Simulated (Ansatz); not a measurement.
input.yaml

```yaml
crystal:
  periodic: [false, false, false]
  atoms:
    - { symbol: C, position_ang: [-2.4095, -0.5531, 0.9105] }
    - { symbol: C, position_ang: [-1.642, -0.0526, 0.1512] }
    - { symbol: S, position_ang: [-0.5238, 0.6009, -0.9199] }
    - { symbol: C, position_ang: [1.0804, 0.1841, 0.0139] }
    - { symbol: S, position_ang: [2.4832, 0.7352, -0.8797] }
    - { symbol: H, position_ang: [-3.1925, -0.8955, 1.555] }
    - { symbol: H, position_ang: [1.0123, 0.6396, 1.0118] }
    - { symbol: H, position_ang: [1.1085, -0.8949, 0.1324] }
    - { symbol: H, position_ang: [2.1717, 0.19, -1.9924] }
basis:
  gaussian: { orbitals: def2-SVP }
hamiltonian:
  xc: pbe
relax:
  f_tol: 0.015
  max_steps: 40
```

Run as:

```bash
$ ansatz run input.yaml --threads 2 --pin off --max-ram 3072MiB --backend cpu --events-out ev --progress --plain --runs-dir out
```

Hardware: 2 threads of Arm Neoverse V1, on a shared host.

Q: Roughly how long does this run take, and how much memory?

A: 14 s, with a peak of 0.13 GiB, for 8 ionic steps.
